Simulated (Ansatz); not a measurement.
Results of PBE-D3(BJ) in Ansatz (plane waves, PAW) for zinc-blende BeTe.

Numerical settings: plane-wave cutoff 520 eV, 10×10×10 k mesh, Fermi–Dirac smearing 0.01 eV, scalar-relativistic PAW data made under PBE.

Properties against volume:

| V (Å³/atom) | P (GPa) | direct gap at Γ (eV) | smallest gap on the k mesh (eV) |
|---|---|---|---|
| 20.422 | 4.34 | 3.545 | 1.756 |
| 20.857 | 2.75 | 3.567 | 1.814 |
| 21.292 | 1.31 | 3.587 | 1.868 |
| 21.726 | 0.01 | 3.606 | 1.920 |
| 22.161 | -1.17 | 3.623 | 1.969 |
| 22.595 | -2.24 | 3.638 | 2.016 |
| 23.030 | -3.21 | 3.602 | 2.061 |

The fundamental gap (1.92 eV at the equilibrium volume, with added k points) lies elsewhere than Γ–Γ.

Spin–orbit coupling is not included; with these elements it can move the gap by several tenths of an eV or more.

Ansatz is an electronic-structure program.
